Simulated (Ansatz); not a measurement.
Consider the hydrogen abstraction from the Si–H bond: `C[SiH3]` + `[CH3]`• → `C[SiH2]`• + CH₄.

Isolated molecules relaxed with PBE0-D4/def2-TZVP in Ansatz; ΔE leaves out vibrations. CCSD(T)/CBS is the MP2 limit (def2-TZVPP, def2-QZVPP) plus CCSD(T) − MP2 in def2-TZVPP, frozen cores. This one scheme is used for every species. Functionals use def2-TZVPP. No spin–orbit coupling; open shells (•) take unrestricted orbitals.

```
level  ΔE (kJ/mol)
 BLYP        -68.3
 PBE0        -71.5
```

(1) What does CCSD(T)/CBS give? (An estimate is asked.)

Largest T1 diagnostic among the species: 0.012.

Results:

(1) Computed: -62.0 kJ/mol. The listed levels differ from it by -6.3, -9.5 kJ/mol.

In def2-TZVPP, CCSD(T) changes the Hartree–Fock value by −27.8 kJ/mol (the triples alone add −3.4 kJ/mol) and MP2 by −35.1 kJ/mol. From PBE to PBE0 (25 % exact exchange), in def2-TZVPP and without D4, ΔE moves by +7.2 kJ/mol. Leaving LDA and LC-ωPBE aside and taking each functional with its dispersion term where it has one, the values, not all of them listed here, spread over 24.2 kJ/mol, from PBE-D4 to BHLYP-D4. LDA lies −15.0 kJ/mol from PBE without D4.
